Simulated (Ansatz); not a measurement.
# C2HSi: the cost of one run

Method: def2-QZVPP, core rule «outside noble gas», up to 7 orbitals frozen; program: Ansatz 0.2.0, Gaussian basis.

The runs, in order: UHF; ROHF; CCSD(T) on UHF.

2 further runs of the same task are left out: 2 set aside as unsound or not needed.

## 1. The geometry

The geometry is a PBE0/def2-TZVP stationary point (not a proven minimum).

4 atoms, charge 0, spin multiplicity 2.

Atoms are counted from 1 here; the program's logs count them from 0.

Bond lengths: C1–C2 1.277 Å, C2–Si3 1.694 Å, Si3–H4 1.502 Å. Angles: C1–C2–Si3 166.4°, C2–Si3–H4 118.3°.

## 2. UHF

File in.yaml:

```yaml
crystal:
  periodic: [false, false, false]
  atoms:
    - {symbol: C, position_ang: [0.000000, 0.010293, 1.919554]}
    - {symbol: C, position_ang: [0.000000, 0.134643, 0.648509]}
    - {symbol: Si, position_ang: [0.000000, -0.101792, -1.029371]}
    - {symbol: H, position_ang: [0.000000, 1.109295, -1.918604]}
basis:
  gaussian: {orbitals: "def2-QZVPP.json"}
magnetization: {spin_polarized: true, initial_magnetization: 1}
hamiltonian: {xc: hf}
output: {orbitals: {seedname: orbitals}}
```

Launch:

```sh
$ ansatz run in.yaml --threads 1 --pin off --events-out ev --progress --plain --max-ram 4096MiB --backend cpu
```

**Question.** How long does this run take on 1 thread of AMD EPYC 7R13, shared host, and how much memory does it need?

About 38 s, with a peak of 0.52 GiB.
